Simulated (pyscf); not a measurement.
A first-order saddle from PySCF, ωB97X-D3(BJ)/def2-SVP:

```
Al
O 1 1.6863
H 2 0.9585 1 126.44
O 1 1.6878 2 122.51 3 0.04
H 4 0.9579 1 129.28 2 -179.77
O 1 1.7150 2 116.28 3 -179.96
H 6 1.1247 1 150.02 2 179.79
F 7 1.3023 6 120.73 1 -179.89
H 6 1.1319 7 64.12 8 0.00
```
Charge 0, spin multiplicity 1.

Surface: singlet, charge 0. Lowest wavenumbers (cm⁻¹): 2007i, 22, 79, 219, 233.

Task: What reaction is this the transition state of?

Result: HO–Al(OH)–OH + hydrogen fluoride (HF) ⇌ HO–Al(OH)–OH + hydrogen fluoride (HF), a four-centre exchange read from left to right: H–O, F–H broken and H–O, F–H formed. At ωB97M-D3(BJ)/def2-TZVP it lies +1.37 eV from the left side and +1.37 eV from the right (each side as separated species at their lowest minima found). On the reactant side the descent ends in a bound adduct, 0.51 eV under the separated species and 1.90 eV under the saddle at ωB97X-D3(BJ)/def2-TZVP. On the product side the descent ends in a bound adduct, 0.35 eV under the separated species and 1.74 eV under the saddle at ωB97X-D3(BJ)/def2-TZVP. This is the saddle that the search found; another between the same sides may lie lower.
